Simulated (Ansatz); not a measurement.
`C=C(N)CF` → 3 C• + F• + 6 H• + N•  (atomization)

Computed with Ansatz on PBE0-D4/def2-TZVP structures; ΔE is electronic, products minus reactants. CCSD(T)/CBS adds triple-zeta CCSD(T) − MP2 to the extrapolated MP2 energy (def2 sets, frozen cores). This one scheme is used for every species, atoms too. Functionals use def2-TZVPP. No spin–orbit coupling; open shells (•) take unrestricted orbitals. Spin–orbit coupling would lower the free atoms: a little for C, F. Each species was taken in one conformer, which may not be the lowest.

```json
{"level": "r2SCAN", "ΔE (eV)": "45.25"}
{"level": "MP2/CBS(def2)", "ΔE (eV)": "45.99"}
```

**Question.** What does CCSD(T)/CBS give? (Estimate.)

**Answer.** Ansatz gave: +45.15 eV. The listed levels differ from it by 0.10, 0.84 eV.

Largest T1 diagnostic among the species: 0.011.

The D4 term adds +0.29 eV with B3LYP and +0.15 eV with PBE0; it sums over pairs of atoms, weighted by their polarisabilities, and B3LYP, whose exchange is more repulsive, gets the larger term. In def2-TZVPP, CCSD(T) changes the Hartree–Fock value by +11.78 eV (the triples alone add +0.74 eV) and MP2 by +12.62 eV; breaking electron pairs costs correlation energy, which Hartree–Fock lacks.

B3LYP here is the variant with VWN-RPA as its local correlation; programs differ in this.

For atomizations the MP2-based limit and the directly extrapolated one differ by several kJ/mol either way, and by 10 to 25 for some Ge, Se and Sn compounds, so smaller differences from it don't rank the levels.
